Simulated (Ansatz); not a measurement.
**ClF (chlorine monofluoride): where methods fail along a bond**

The species is ClF (2 atoms), meant as a singlet with charge 0. SMILES: `FCl`. Geometry: relaxed at PBE0-D4/def2-TZVP.

```xyz
2

F     0.0000    0.0000    0.0313
Cl    0.0000    0.0000    1.6510
```

The F1–Cl2 distance is scanned; the parts on either side stay rigid. Basis STO-3G, 6 core orbitals frozen in the correlated methods; program Ansatz 0.2.0. FCI is exact within this basis and core. Energies in eV from each method's value at 1.620 Å; methods without a U are spin-restricted. The shape above is that at 1.620 Å.

```tsv
distance (Å)	BHLYP	wB97X	B2PLYP	CCSD	BCCD(T)
1.620	0.00	0.00	0.00	0.00	0.00
2.025	1.07	0.86	0.69	0.10	0.10
2.430	3.50	3.18	2.51	0.95	0.95
3.239	6.08	5.80	3.08	1.28	1.26
4.049	6.70	6.59	1.66	1.26	1.26
```

(1) Estimate the FCI curve, and say how far off each method is.

Results:

(1) 
| distance (Å) | FCI |
| --- | --- |
| 1.620 | 0.00 |
| 2.025 | 0.10 |
| 2.430 | 0.95 |
| 3.239 | 1.25 |
| 4.049 | 1.25 |

Departure from the FCI curve at its largest: BHLYP +5.44 eV at 4.05 Å; wB97X +5.33 eV at 4.05 Å; B2PLYP +1.83 eV at 3.24 Å; CCSD +0.03 eV at 3.24 Å; BCCD(T) +0.01 eV at 4.05 Å. The curve of B2PLYP turns over, which the reference doesn't. Restricted functionals keep the electrons paired too, and rise too high.
